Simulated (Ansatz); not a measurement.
This Ansatz (a program for electronic structure) input (MP2/aug-pcseg-3) gives -151.38181 Eh with 268 basis functions.

Ansatz 0.2 input:
```yaml
crystal:
  periodic: [false, false, false]
  atoms:
    - {symbol: O, position_ang: [0.01545466, 0.72381182, -0.07020381]}
    - {symbol: O, position_ang: [-0.01124373, -0.72607760, -0.04190313]}
    - {symbol: H, position_ang: [0.80569804, 0.89668240, 0.46138431]}
    - {symbol: H, position_ang: [-0.83938551, -0.87855617, 0.43547118]}
basis:
  gaussian:
    orbitals: aug-pcseg-3
magnetization: {spin_polarized: false}
correlation: {method: mp2, electrons: outside_noble_gas}
```

Change:
```diff
- orbitals: aug-pcseg-3
+ orbitals: aug-cc-pVQZ
```

Task: What does the run give now?

Result: -151.39094 Eh (MP2/aug-cc-pVQZ, 252 functions), a change of -9.13 mEh.
